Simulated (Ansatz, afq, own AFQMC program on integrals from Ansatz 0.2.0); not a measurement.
AFQMC on a folder of integrals that Ansatz 0.2.0 wrote.

```yaml
crystal:
  periodic: [false, false, false]
  atoms:
    - {symbol: Si, position_ang: [0.000000, -0.016926, 0.453227]}
    - {symbol: O, position_ang: [0.000000, 0.082185, -0.888117]}
    - {symbol: H, position_ang: [1.203564, -0.738364, 0.950983]}
    - {symbol: H, position_ang: [0.000000, 1.373005, 0.963178]}
    - {symbol: H, position_ang: [-1.203564, -0.738364, 0.950983]}
    - {symbol: H, position_ang: [0.000000, -0.729188, -1.396568]}
basis:
  gaussian: {orbitals: 6-31G}
magnetization: {spin_polarized: false}
correlation: {method: ccsd_t, electrons: outside_noble_gas, hamiltonian_folder: ham}
```

```sh
$ ansatz run in.yaml --threads 1 --pin off --events-out ev --progress --plain --max-ram 1382MiB
```

afq runs on the folder ham with

```
--method phaseless --trial cisd --walkers 170 --populations 1 --least-time 40 --time-step 0.005 --steps-per-block 50 --equilibration-blocks 28 --max-blocks 300 --target-error 0.00045 --factor-cut 1e-05 --seed 7573 --release-times 0.24,0.51,0.99,1.62,2.4 --release-step 0.03 --release-every 4 --taylor-order 6
```

Times are imaginary, in 1/Eh. The walk had a cap of 533 s.

afq prints:

```
orbitals 24  electrons 7 7  factors 177 of 346
reference energy -365.89251473 Eh
CCSD correlation -0.19023948 Eh in 9 cycles, weight of the determinant in the CISD state 0.9236
energy of the start -366.082754 Eh
 block  time / (1/Eh)  mean weight  energy / Eh
     1     0.250  0.9998  -366.080365
     2     0.500  1.0003  -366.081659
     3     0.750  0.9992  -366.083993
     4     1.000  1.0004  -366.087467
     5     1.250  1.0000  -366.087061
     8     2.000  0.9995  -366.083293
    13     3.250  1.0004  -366.088377
    25     6.250  1.0015  -366.082435
    37     9.250  0.9999  -366.085731
    49    12.250  1.0003  -366.086738
    61    15.250  0.9993  -366.082012
    73    18.250  1.0001  -366.085825
    85    21.250  1.0003  -366.083473
    97    24.250  0.9989  -366.084518
   109    27.250  0.9989  -366.085525
   121    30.250  1.0012  -366.083801
   133    33.250  1.0002  -366.091131
   145    36.250  1.0007  -366.083677
   157    39.250  1.0013  -366.082359
   169    42.250  0.9997  -366.092461
   181    45.250  1.0002  -366.084908
   185    46.250  1.0006  -366.092911
blocks merged  error / Eh  count
     1  0.000173  160
     2  0.000212  80
     4  0.000249  40
     8  0.000269  20
    16  0.000236  10
released: time / (1/Eh)  energy / Eh  error  mean overlap
  0.24  -366.085815  0.000212  1.0009
  0.51  -366.085737  0.000208  0.9974
  0.99  -366.085591  0.000190  1.0047
  1.62  -366.085639  0.000204  1.0067
  2.40  -366.085518  0.000214  1.0227
energy -366.085851 +/- 0.000269 Eh
(rows thinned)
```

The run passed its tests (sampling time, drift between the halves within three errors, error under three times the target), which doesn't prove that it has relaxed.

Against this walk (error 7.3 meV) on the same determinant: CCSD(T) 21.0 meV higher. The error is statistical and leaves out the bias of the constraint. Released to 2.40 1/Eh the energy moves by 9 ± 9 meV (both errors), within twice the noise.

Cautions: constraint bias not in the error.

The walk took 3.6 min on 1 thread of Intel(R) Xeon(R) Platinum 8259CL CPU @ 2.50GHz (Skylake/Cascade Lake), on a shared host. The log's last line is the phaseless energy.

A walk keeps the symmetry of its determinant, which the program's search chose and which needn't be the lowest solution, so a lower state of the same spin and another symmetry isn't excluded.
